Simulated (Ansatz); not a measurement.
Mulliken charges of C3H3F2N (`FCC1(F)C=N1`) from B3LYP/def2-TZVPP in Ansatz (PBE0-D4/def2-TZVP geometry).

| atom | x (Å) | y (Å) | z (Å) | charge (e) |
| --- | --- | --- | --- | --- |
| F1 | -0.432 | -1.969 | 0.282 | -0.237 |
| C2 | 0.472 | -1.014 | -0.134 | 0.105 |
| C3 | -0.202 | 0.302 | -0.325 | 0.195 |
| F4 | -0.986 | 0.308 | -1.441 | -0.217 |
| C5 | -0.449 | 1.294 | 0.663 | -0.034 |
| N6 | 0.537 | 1.555 | -0.075 | -0.168 |
| H7 | 1.253 | -0.919 | 0.624 | 0.076 |
| H8 | 0.910 | -1.348 | -1.079 | 0.086 |
| H9 | -1.015 | 1.744 | 1.468 | 0.195 |

Task: By hand: the dipole of these point charges (1 e Å = 4.8032 D).

Result: Σ q r = (0.227, 0.201, 0.399) e Å, of length 0.501 e Å = 2.41 D.

Task: How does the dipole of the full density compare? (An estimate is asked.)

Result: Computed: (0.074, 0.113, 0.394) e Å, 2.00 D; the point charges give 1.21 times that, at 20° from its direction.

Point charges leave out the atoms' own dipoles, such as those of lone pairs, and Mulliken's split depends on the basis, so the two needn't agree.

B3LYP here is the variant with VWN-RPA as its local correlation; programs differ in this.
